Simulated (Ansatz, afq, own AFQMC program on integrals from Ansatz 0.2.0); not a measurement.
AFQMC, coupled cluster and functionals along a coordinate of H2O2, triplet

```xyz
4

O     0.0000   -0.1148    0.9347
O     0.0000    0.1148   -0.9347
H     0.0000    0.8517    1.0082
H     0.0000   -0.8517   -1.0082
```

The O2–H4 distance is changed with both sides rigid. Energies in eV count from this geometry (0.969 Å) at the same level; the start stands on UHF, each point on the determinant named.

Basis cc-pVDZ. Only valence electrons are correlated. Ansatz 0.2.0 and our own AFQMC program on the same integrals; the CISD trial comes from CCSD amplitudes, and released means the phaseless constraint is let go. Error bars are statistical, one sigma.

Cautions, each for one point or more: a spin-contaminated unrestricted determinant lies lower; cluster runs in doubt by the program's own checks; higher spins were not checked; lower spins were not checked; strong correlation; unrestricted determinant spin contaminated; walk and cluster series may follow different spin states.

```
r(O2–H4) / Å  det.     T1  weight  ⟨S²⟩   B3LYP    PBE0  CCSD(T)
       1.182   UHF  0.051    0.81  2.03   0.642   0.686    0.641
       1.589  UHF¶  0.079    0.70  2.67  2.832§  2.952§    2.724
       2.125  ROHF  0.047    0.79  pure  3.939§  3.889§    3.268
       3.374  UHF¶  0.049    0.81  2.85  3.919§  3.832§    3.278
```

Task: Estimate the curve of phaseless AFQMC with a CISD trial, counted from the same start.

Result: 
```csv
r(O2–H4) / Å,det.,T1,weight,⟨S²⟩,ph-AFQMC/CISD,released AFQMC,CCSDT(Q)
1.182,UHF,0.051,0.81,2.03,0.632 ± 0.043,0.680 ± 0.081*,0.651
1.589,UHF¶,0.079,0.70,2.67,2.626 ± 0.051,–,2.700
2.125,ROHF,0.047,0.79,pure,3.473 ± 0.045,–,–
3.374,UHF¶,0.049,0.81,2.85,3.208 ± 0.044,3.266 ± 0.078*,3.335
```

Weight is that of the determinant in the CISD state; at the start T1 is 0.051 and the weight 0.82, and ⟨S²⟩ is 2.02. ¶ marks points with a poor determinant and no full CI, where no value is sure; they don't count among the departures. An asterisk marks released energies that aren't shown to be converged. Symmetry can't show for every point that it stays on the start's state. A dash marks a missing value, a released energy that hasn't settled or a functional that sits on another state. § marks a functional whose ⟨S²⟩ is too high by over 0.1. Largest departures from phaseless AFQMC with a CISD trial: CCSD(T) -0.206 eV at 2.125 (on ROHF). The walk's constraint bias lies outside its error bars, so these are departures and not errors. The functionals aren't scored here. In this small basis the wave-function levels are far from their limit, so their gap to the functionals isn't the functionals' error. In total energy ph-AFQMC/CISD lies 142 ± 28 meV above CCSDT(Q) at the start, so its agreement along the curve rests in part on cancellation.

A walk keeps the symmetry of its determinant, which the program's search chose and which needn't be the lowest solution, so a lower state of the same spin and another symmetry isn't excluded.
